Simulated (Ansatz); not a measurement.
# How well does each level of theory give the direct gap at Γ of rock-salt CaO?

Reference value: 7.09 eV (measured, low temperature, zero-point motion not removed, Γ–Γ (the indirect gap is unmeasured; as tabulated in Chen et al. (2018), doi:10.1103/physrevmaterials.2.073803).

```
level (code)        value (eV)
------------------  ----------
LDA (Ansatz)              4.54
PBE (Ansatz)              4.71
r²SCAN (Ansatz)           5.41
r²SCAN0 (Ansatz)           [?]
G0W0@PBE0 (Ansatz)        7.64
```

### Question
Complete the blanks.

### Answer

- r²SCAN0 (Ansatz, a quantum-chemistry and plane-wave program), value (eV): 7.40

Differences against the reference: LDA -2.55 eV, PBE -2.38 eV, r²SCAN -1.68 eV, r²SCAN0 +0.31 eV, G0W0@PBE0 +0.55 eV.

Once the reference is moved by up to 0.50 eV (a margin picked here for doubts on the reference and the settings, and for temperature and zero-point motion) and values within 0.03 eV count as equal, the nearest can be r²SCAN0 (+0.31 eV) or G0W0@PBE0 (+0.55 eV). Among them LDA (-2.55 eV) misses by most.

Semilocal Kohn–Sham gaps run low as a rule, and all computed gaps are for a static lattice, while measured ones hold electron–phonon shifts unless said otherwise.  G0W0@PBE0: GW on a hybrid start was not checked against another program. Values are at the measured cell. Cutoffs and k meshes differ between the levels. Ansatz's density-functional and Hartree–Fock values are scalar-relativistic unless marked +SOC, with PAW data made under PBE.

Differences are worked out from the printed values.
